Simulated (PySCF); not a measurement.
One ligand Y is varied and pulled off as a radical: Zn(OH)1–Y. All species are isolated molecules in the gas phase. One relaxed conformer stands for each flexible species; it need not be the lowest. Multiplicities are imposed; where one is given, others were not computed. Strings in code marks are SMILES.

Quantity: electronic energy of homolysis of the metal–ligand bond (relaxed doublet parts, no counterpoise, zero-point or spin–orbit term), in kcal/mol.

A: OH: [Zn(OH)2]
B: NH2: [Zn(OH)(NH2)]
C: F: [Zn(OH)(F)]

**Question.** Put the candidates in order of electronic energy of homolysis of the metal–ligand bond (relaxed doublet parts, no counterpoise, zero-point or spin–orbit term), lowest first, for PBE-D3(BJ)/def2-TZVP // PBE-D3(BJ)/def2-SVP (PySCF).

**Answer.** B (85.0 kcal/mol), A (100.0 kcal/mol), C (124.1 kcal/mol)
